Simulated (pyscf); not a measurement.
Four-centre exchange: `[CH3][InH2]` + `[OH2]` → `[CH3][InH2]` + `[OH2]`

Gas phase, singlet surface, charge 0. Bonds broken: In2–H6, O8–H9. Bonds formed: In2–H9, H6–O8. PySCF, gas phase, ωB97X-D3(BJ)/def2-SVP geometries. MP2 and CC: frozen core, UHF for open shells. ΔMP2 is the change of the MP2 total energy from the triple- to the quadruple-zeta basis.

Transition state (Å):

```xyz
10

C      1.1650    -0.2080     0.2211
In    -0.8358     0.5176     0.3163
H      1.8542     0.6480     0.2753
H      1.3111    -0.7046    -0.7505
H      1.3937    -0.9164     1.0296
H     -0.6779     2.9963    -0.1835
H     -2.2553     0.2135     1.2289
O     -1.0602     2.0459    -1.1995
H     -1.4814     0.9926    -2.1047
H     -1.9792     2.3758    -1.1663
```

One imaginary mode, 1662i cm⁻¹; descent along it reached the two sides named, in the forms told below.

```tsv
bond	change	reactant side (Å)	saddle	product side
In2–H6	breaks	1.746	2.534	2.9
O8–H9	breaks	0.967	1.451	3.0
In2–H9	forms	2.9	2.550	1.746
H6–O8	forms	3.0	1.443	0.967
```

Electronic energies relative to the separated reactants (kcal/mol):

```
level                             barrier  reaction energy  reverse barrier
--------------------------------  -------  ---------------  ---------------
ωB97X-D3(BJ)/def2-TZVP               98.6              0.0             98.6
PBE/def2-TZVP                        78.8              0.0             78.8
r²SCAN/def2-TZVP                     84.8              0.0             84.8
B3LYP-D3(BJ)/def2-TZVP               87.6              0.0             87.6
PBE0-D3(BJ)/def2-TZVP                90.5              0.0             90.5
M06-2X/def2-TZVP                     92.4              0.0             92.4
ωB97M-D3(BJ)/def2-TZVP               95.8              0.0             95.8
HF/def2-TZVP                        127.3              0.0            127.3
MP2/def2-QZVPP                       92.2              0.0             92.2
CCSD/def2-TZVPP                      99.3              0.0             99.3
CCSD(T)/def2-TZVPP                   91.6              0.0             91.6
CCSD(T)/def2-TZVPP + ΔMP2(QZVPP)     90.4              0.0             90.4
```

With CCSD(T)/def2-TZVPP + ΔMP2(QZVPP) energies and thermal terms (ideal gas, 1 atm, RRHO with modes under 100 cm⁻¹ raised to 100, one conformer, R ln 2 for chiral ones without a mode under 150 cm⁻¹), in kcal/mol:

```json
[
 {"T (K)": "298", "ΔH‡": "86.3", "ΔG‡": "96.2", "ΔH": "0.0", "ΔG": "0.0"},
 {"T (K)": "600", "ΔH‡": "86.9", "ΔG‡": "106.1", "ΔH": "0.0", "ΔG": "0.0"},
 {"T (K)": "900", "ΔH‡": "88.0", "ΔG‡": "115.4", "ΔH": "0.0", "ΔG": "0.0"},
 {"T (K)": "1200", "ΔH‡": "89.2", "ΔG‡": "124.3", "ΔH": "0.0", "ΔG": "0.0"}
]
```

On the reactant side the descent ends in an adduct with a In–O contact (not fully relaxed), 13.7 kcal/mol under the separated species and 112.3 kcal/mol under the saddle at ωB97X-D3(BJ)/def2-TZVP. On the product side the descent ends in an adduct with a In–O contact (not fully relaxed), 13.6 kcal/mol under the separated species and 112.3 kcal/mol under the saddle at ωB97X-D3(BJ)/def2-TZVP. The same reactants have a lower exit, to H₃C–InH–OH + H₂ (barrier +11.8 kcal/mol at ωB97M-D3(BJ)/def2-TZVP, against +95.8 kcal/mol here). This is the saddle that the search found; another between the same sides may lie lower. One closed-shell reference is unstable to symmetry breaking; treat the single-reference values with care. The CCSD(T) − MP2 part came from Ansatz, without density fitting, on the same reference. The frozen core leaves the outer d or s,p core shells of the metals and heavy elements correlated in the MP2 and CC values, and def2-TZVPP describes them poorly, which can shift differences by a few kcal/mol. Elements past Kr carry the def2 core potentials, without spin-orbit coupling.
